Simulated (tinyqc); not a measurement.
Worked calculation (part 2 of 2): MP2 on RHF in the sto-6g basis, for H2O, spin multiplicity 1. Computed by tinyqc, a small Python program that keeps every step (integrals from PySCF). Command: `OMP_NUM_THREADS=1 python tinyqc.py 29477 29478 out.jsonl` (the two numbers bound the seeds that draw the settings). One thread of a shared host (Intel(R) Xeon(R) Processor @ 2.60GHz), about 0.2 s of CPU time with the checks.

Geometry (angstrom):
```
atom         x          y         z
O     0.000000   0.000000  0.000000
H     0.000000   0.746000  0.572000
H     0.000000  -0.746000  0.572000
```

## Second-order Moller-Plesset energy

orbital energies (hartree): MO1 -20.501770, MO2 -1.284601, MO3 -0.631374, MO4 -0.460341, MO5 -0.398440, MO6 0.614021, MO7 0.752654

Two-electron integrals over orbitals (pq|rs), unique and non-zero (hartree):
```
(11|11) 4.761356    (21|11) -0.425487   (21|21) 0.061658    (22|11) 1.018003
(22|21) -0.013742   (22|22) 0.732439    (31|31) 0.011365    (32|31) 0.017884
(32|32) 0.145622    (33|11) 0.807358    (33|21) -0.004119   (33|22) 0.650389
(33|33) 0.639447    (41|11) 0.190442    (41|21) -0.024363   (41|22) 0.016642
(41|33) 0.006191    (41|41) 0.029632    (42|11) -0.130823   (42|21) 0.009897
(42|22) 0.006630    (42|33) 0.006724    (42|41) 0.018778    (42|42) 0.123809
(43|31) -0.003545   (43|32) 0.018692    (43|43) 0.046694    (44|11) 1.012305
(44|21) -0.013744   (44|22) 0.680175    (44|33) 0.604592    (44|41) -0.011868
(44|42) -0.104820   (44|44) 0.793306    (51|51) 0.026724    (52|51) 0.032290
(52|52) 0.144663    (53|53) 0.029209    (54|51) -0.013462   (54|52) -0.046689
(54|54) 0.056392    (55|11) 1.117079    (55|21) -0.011186   (55|22) 0.749612
(55|33) 0.633556    (55|41) 0.004696    (55|42) -0.067076   (55|44) 0.734002
(55|55) 0.880663    (61|11) -0.257673   (61|21) 0.040200    (61|22) -0.001545
(61|33) 0.000211    (61|41) -0.002365   (61|42) 0.020692    (61|44) -0.019549
(61|55) -0.006054   (61|61) 0.035400    (62|11) 0.324379    (62|21) -0.007738
(62|22) 0.145990    (62|33) 0.078008    (62|41) 0.019095    (62|42) 0.020030
(62|44) 0.092951    (62|55) 0.161667    (62|61) 0.005670    (62|62) 0.103794
(63|31) 0.003269    (63|32) -0.040509   (63|43) -0.027676   (63|63) 0.070926
(64|11) 0.208024    (64|21) -0.001323   (64|22) 0.092373    (64|33) 0.042098
(64|41) 0.002329    (64|42) -0.028592   (64|44) 0.118156    (64|55) 0.111457
(64|61) 0.000589    (64|62) 0.061023    (64|64) 0.065257    (65|51) 0.016149
(65|52) 0.060017    (65|54) -0.002413   (65|65) 0.039127    (66|11) 0.815273
(66|21) -0.007586   (66|22) 0.618688    (66|33) 0.575558    (66|41) 0.021892
(66|42) 0.059755    (66|44) 0.551748    (66|55) 0.591802    (66|61) 0.007795
(66|62) 0.098714    (66|64) 0.043349    (66|66) 0.601979    (71|31) 0.015943
(71|32) 0.023309    (71|43) -0.005181   (71|63) 0.004159    (71|71) 0.022428
(72|31) 0.013833    (72|32) 0.039337    (72|43) -0.034059   (72|63) 0.035713
(72|71) 0.018378    (72|72) 0.061238    (73|11) 0.363001    (73|21) -0.007356
(73|22) 0.137253    (73|33) 0.091445    (73|41) -0.001054   (73|42) -0.075725
(73|44) 0.162147    (73|55) 0.188535    (73|61) -0.006956   (73|62) 0.078184
(73|64) 0.075403    (73|66) 0.037584    (73|73) 0.151743    (74|31) -0.009752
(74|32) -0.076987   (74|43) 0.003980    (74|63) 0.043450    (74|71) -0.013339
(74|72) -0.016598   (74|74) 0.068353    (75|53) 0.023679    (75|75) 0.024284
(76|31) 0.009574    (76|32) 0.100065    (76|43) 0.045983    (76|63) -0.065053
(76|71) 0.012575    (76|72) -0.010075   (76|74) -0.058037   (76|76) 0.117026
(77|11) 0.874357    (77|21) -0.009180   (77|22) 0.627289    (77|33) 0.614912
(77|41) 0.003931    (77|42) -0.013257   (77|44) 0.612136    (77|55) 0.627027
(77|61) -0.005261   (77|62) 0.071110    (77|64) 0.039161    (77|66) 0.570081
(77|73) 0.092816    (77|77) 0.622797
```

Hartree-Fock energy = -75.67557060 hartree

E2 = sum_ijab (ia|jb) [2 (ia|jb) - (ib|ja)] / (e_i + e_j - e_a - e_b) over occupied i, j and virtual a, b; the opposite-spin part is (ia|jb)^2 / denominator, the rest is same-spin, and SCS-MP2 scales them by 6/5 and 1/3.

Terms:
```
i  j  a  b    (ia|jb)    (ib|ja)  denominator       term
3  3  7  7   0.151743   0.151743    -2.768056  -0.008319
4  3  6  7   0.075403   0.043450    -2.458391  -0.003293
3  4  7  6   0.075403   0.043450    -2.458391  -0.003293
3  2  7  6   0.078184   0.035713    -3.282651  -0.002874
2  3  6  7   0.078184   0.035713    -3.282651  -0.002874
2  2  6  6   0.103794   0.103794    -3.797245  -0.002837
3  3  6  6   0.070926   0.070926    -2.490791  -0.002020
4  4  6  6   0.065257   0.065257    -2.148725  -0.001982
4  4  7  7   0.068353   0.068353    -2.425990  -0.001926
4  2  6  6   0.061023   0.061023    -2.972985  -0.001253
2  4  6  6   0.061023   0.061023    -2.972985  -0.001253
2  2  7  7   0.061238   0.061238    -4.074510  -0.000920
5  5  6  6   0.039127   0.039127    -2.024923  -0.000756
5  5  7  7   0.024284   0.024284    -2.302188  -0.000256
3  4  6  7   0.043450   0.075403    -2.458391  -0.000203
4  3  7  6   0.043450   0.075403    -2.458391  -0.000203
2  4  7  7  -0.016598  -0.016598    -3.250250  -0.000085
4  2  7  7  -0.016598  -0.016598    -3.250250  -0.000085
3  2  6  7   0.035713   0.078184    -3.282651   0.000074
2  3  7  6   0.035713   0.078184    -3.282651   0.000074
1  1  6  6   0.035400   0.035400   -42.231583  -0.000030
1  2  7  7   0.018378   0.018378   -23.291679  -0.000015
2  1  7  7   0.018378   0.018378   -23.291679  -0.000015
1  1  7  7   0.022428   0.022428   -42.508848  -0.000012
4  1  7  7  -0.013339  -0.013339   -22.467419  -0.000008
1  4  7  7  -0.013339  -0.013339   -22.467419  -0.000008
3  1  7  6  -0.006956   0.004159   -22.499819  -0.000006
1  3  6  7  -0.006956   0.004159   -22.499819  -0.000006
3  1  6  7   0.004159  -0.006956   -22.499819  -2.82e-06
1  3  7  6   0.004159  -0.006956   -22.499819  -2.82e-06
2  1  6  6   0.005670   0.005670   -23.014414  -1.40e-06
1  2  6  6   0.005670   0.005670   -23.014414  -1.40e-06
1  4  6  6   0.000589   0.000589   -22.190154  -1.56e-08
4  1  6  6   0.000589   0.000589   -22.190154  -1.56e-08
```

Pair energies (hartree; pair i-j sums ij and ji):
```
pair  opposite spin  same spin
1-1       -0.000042   0.000000
2-1       -0.000032   0.000000
2-2       -0.003757   0.000000
3-1       -0.000006  -0.000011
3-2       -0.004501  -0.001099
3-3       -0.010338   0.000000
4-1       -0.000016   0.000000
4-2       -0.002675   0.000000
4-3       -0.006161  -0.000831
4-4       -0.003908   0.000000
5-5       -0.001012   0.000000
```

MP2 correlation energy = -0.03438855 hartree

SCS-MP2 correlation energy = -0.03958443 hartree

MP2 total energy = -75.70995914 hartree
